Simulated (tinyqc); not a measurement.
Inside a calculation. Method: Pariser-Parr-Pople SCF with singles CI, for the molecule c1ccccc1 (SMILES; centres numbered as the heavy atoms are written). One step of it, computed by the program tinyqc.

Problem. Iteration 1: Fock matrix. F_rr = H_rr + P_rr gamma_rr / 2 + sum_(s != r) P_ss gamma_rs; F_rs = H_rs - P_rs gamma_rs / 2; E = tr P (H + F) / 2 + core repulsion sum_(r<s) z_r z_s gamma_rs.

P at the start:
```
           1C         2C         3C         4C         5C         6C
1C   0.999928   0.666667  -0.000018  -0.333333  -0.000018   0.666667
2C   0.666667   1.000036   0.666667  -0.000018  -0.333333   0.000036
3C  -0.000018   0.666667   1.000036   0.666667   0.000036  -0.333333
4C  -0.333333  -0.000018   0.666667   0.999928   0.666667  -0.000018
5C  -0.000018  -0.333333   0.000036   0.666667   1.000036   0.666667
6C   0.666667   0.000036  -0.333333  -0.000018   0.666667   1.000036
```

core matrix H (eV):
```
            1C          2C          3C          4C          5C          6C
1C  -33.115059   -2.390000    0.000000    0.000000    0.000000   -2.390000
2C   -2.390000  -33.115640   -2.390000    0.000000    0.000000    0.000000
3C    0.000000   -2.390000  -33.115640   -2.390000    0.000000    0.000000
4C    0.000000    0.000000   -2.390000  -33.115059   -2.390000    0.000000
5C    0.000000    0.000000    0.000000   -2.390000  -33.115640   -2.390000
6C   -2.390000    0.000000    0.000000    0.000000   -2.390000  -33.115640
```

repulsion gamma_rs (eV):
```
           1C         2C         3C         4C         5C         6C
1C  11.130000   5.346287   3.872515   3.517455   3.872515   5.346287
2C   5.346287  11.130000   5.345539   3.872515   3.518103   3.873196
3C   3.872515   5.345539  11.130000   5.346287   3.873196   3.518103
4C   3.517455   3.872515   5.346287  11.130000   5.346287   3.872515
5C   3.872515   3.518103   3.873196   5.346287  11.130000   5.345539
6C   5.346287   3.873196   3.518103   3.872515   5.345539  11.130000
```

Centres (angstrom, eV; a flat drawing with bonds scaled to 1.40 angstrom):
```
centre          x          y  core charge z          W   gamma_rr
1C       1.400000   0.000000              1  11.160000  11.130000
2C       0.700000   1.212000              1  11.160000  11.130000
3C      -0.700000   1.212000              1  11.160000  11.130000
4C      -1.400000   0.000000              1  11.160000  11.130000
5C      -0.700000  -1.212000              1  11.160000  11.130000
6C       0.700000  -1.212000              1  11.160000  11.130000
```

Give: F; pi energy.

Solution.

F (eV):
```
         1C       2C       3C       4C       5C       6C
1C  -5.5950  -4.1721   0.0000   0.5862   0.0000  -4.1721
2C  -4.1721  -5.5950  -4.1718   0.0000   0.5864  -0.0001
3C   0.0000  -4.1718  -5.5950  -4.1721  -0.0001   0.5864
4C   0.5862   0.0000  -4.1721  -5.5950  -4.1721   0.0000
5C   0.0000   0.5864  -0.0001  -4.1721  -5.5950  -4.1718
6C  -4.1721  -0.0001   0.5864   0.0000  -4.1718  -5.5950
```

pi energy = -77.0994 eV
